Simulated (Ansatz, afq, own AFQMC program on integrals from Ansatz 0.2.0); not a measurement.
# CH3B, singlet: AFQMC among the cluster methods

```xyz
5

B     0.0000    0.0000    0.6819
C     0.0000    0.0000   -0.5751
H     0.0000    0.0000    1.8572
H     0.0000    0.9159   -1.1590
H     0.0000   -0.9159   -1.1590
```

Connectivity, by distances: BH–CH2.

Basis cc-pVDZ. Noble-gas cores (and the filled d shells of Ga–Kr and In–Xe) are frozen. Ansatz 0.2.0 and our own AFQMC program on the same integrals; the CISD trial comes from CCSD amplitudes, and released means the phaseless constraint is let go. Free AFQMC starts from the CCSD state and is never constrained. Its projection time is finite, and what remains of the start isn't in its error. Uncertainties: one standard error, sampling alone.

Determinant: RHF, the one that the program's search chose, which needn't be the lowest solution. The geometry is a point of a scan.

No full CI on the walks' own integrals is used here; CCSDT(Q) serves as the reference and is uncertain by about the last step of the cluster series.

The T1 diagnostic is 0.0121, the weight of the determinant in the CISD state is 0.898 and the size of the correlated space is 10 electrons in 41 orbitals.

Reference: CCSDT(Q), correlation energy -6.657 eV. The released energy is read at 2.40 1/Eh (meV from the phaseless value at times in 1/Eh: 8 ± 12 at 0.24, 1 ± 12 at 0.51, -5 ± 10 at 0.99, -9 ± 11 at 1.62, -17 ± 12 at 2.40).

```tsv
level	E − E(reference) (kJ/mol)	share of correlation (%)
HF	642.3	0.00
MP2	94.1	85.35
CCSD	21.8	96.61
CCSD(T)	2.9	99.54
CCSDT	1.1	99.83
ph-AFQMC/CISD	0.3 ± 1.0	99.95
released AFQMC	-1.3 ± 1.1	100.21
free AFQMC	0.0 ± 1.3	100.00
```

Free projections are given only where their last times agree within the noise and don't stop above the reference; a slow remainder of the start can still hide under it. A walk keeps the symmetry of its determinant, which the program's search chose and which needn't be the lowest solution, so a lower state of the same spin and another symmetry isn't excluded. Released energies are given only where the last usable release times agree within the noise; a slower fall can still hide under it.
